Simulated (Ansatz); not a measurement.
Input file:

```yaml
crystal:
  periodic: [false, false, false]
  atoms:
    - {symbol: Ga, position_ang: [0.000000, 0.000000, 3.084457]}
    - {symbol: Be, position_ang: [0.000000, 0.000000, -0.862543]}
    - {symbol: H, position_ang: [0.000000, 0.000000, -2.221913]}
basis:
  gaussian: {orbitals: cc-pVDZ}
magnetization: {spin_polarized: true, initial_magnetization: 0}
hamiltonian: {xc: {name: B2PLYP}}
correlation: {electrons: outside_noble_gas}
```

```sh
$ ansatz run in.yaml --threads 1 --pin off --events-out ev --progress --plain --max-ram 2393MiB
```

Output:

```
498 factors; integrals over basis functions are off by at most 8.8e-4 eV
mean field evaluation 1: about -52776.9175 eV, gradient 8.4e0 eV
mean field evaluation 2: about -52776.9457 eV, gradient 8.5e0 eV
mean field evaluation 4: about -52778.6596 eV, gradient 9.3e-1 eV
mean field evaluation 8: about -52778.6779 eV, gradient 6.7e-3 eV
mean field evaluation 16: about -52778.6779 eV, gradient 2.3e-6 eV
mean field evaluation 32: about -52775.5214 eV, gradient 6.4e0 eV
mean field evaluation 64: about -52778.8181 eV, gradient 6.9e-2 eV
mean field evaluation 96: about -52778.4626 eV, gradient 2.4e0 eV
mean field -52778.81872894 eV, -1939.5858135205 hartree, gradient 2.0e-6 eV, S^2 0.526689; 11 other end points of the search recorded, 0 dependent functions left out
15 core orbitals not correlated: weight in the atoms' cores, before any rotation towards them, 1.000 or more for the frozen orbitals, at most 0.000 for the correlated occupied ones
reference -52778.81886972 eV, -1939.5858186938 hartree; 3, 3 occupied and 28, 28 virtual orbitals, 498 factors
second order -2.34135024 eV of doubles, -0.00000000 eV of singles
Total energy: -52779.45103428 eV, -1939.6090503130 hartree
```

Ran on 1 thread of Arm Neoverse V1, shared host: 10 s wall, 0.12 GiB peak host memory.
